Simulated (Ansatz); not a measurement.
Basis-set extrapolation for C2H5NO3, SMILES `NC(=O)C(O)O` (PBE0-D4/def2-TZVP geometry, frozen core, Ansatz). Multiplicity 1, RHF reference.

```tsv
	def2-TZVPP	def2-QZVPP
HF	-357.857287	-357.873448
MP2 correlation	-1.239653	-1.334033
CCSD(T) correlation	-1.307223	not run
```

Energies in hartree. Use E(X) = E(∞) + A·exp(−7.88·√X) for Hartree–Fock and E(X) = E(∞) + B·X^(−2.97) for correlation, with X = 3 and 4, and add CCSD(T) minus MP2 of the smaller set to the MP2 limit.

**Question.** What is the CCSD(T) energy at the basis-set limit?

**Answer.** HF limit: -357.873448 + (-0.016161) × 0.13774 = -357.87567. MP2 limit: -1.334033 + (-0.094380) × 0.74074 = -1.40394. Higher-order term: -1.307223 − (-1.239653) = -0.06757. Total: -359.34718 hartree, 479.6 kJ/mol below CCSD(T)/def2-TZVPP.
